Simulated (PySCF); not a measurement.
One molecule, a ladder of functionals, a line

Molecule: `N[BH2-][NH3+]`, BH7N2.

Atoms are numbered as in `[NH2:1][BH2-:2][NH3+:3]`. Hydrogens are named by the atom that carries them.

GIAO shieldings (ppm, equivalent atoms averaged) in PySCF 2.14 on the PBE0-D3(BJ)/def2-SVP geometry, basis pcSseg-2, gas phase, non-relativistic:

```tsv
functional	exact exchange (%)	σ(N1)	σ(B2)
BLYP	0	224.3	102.9
BP86	0	230.2	106.4
PBE	0	229.3	106.0
B3LYP	20	232.1	106.8
mPW1PW91	25	237.9	110.3
BHandHLYP	50	239.8	112.0
HF	100	248.8	120.3
```

Q: Fit each shielding as a line in the percentage of exact exchange.

A: σ(N1) = 228.8 + 0.21 x (rms 2.4 ppm); σ(B2) = 105.0 + 0.15 x (rms 1.3 ppm). The functionals also differ in their semilocal parts, which the line can't hold; Hartree–Fock has no correlation at all.

Q: What does the line predict for PBE0 (25 %), and what does the run give?

A: σ(N1): 234.1 predicted, 238.1 computed; σ(B2): 108.8 predicted, 110.5 computed ppm.
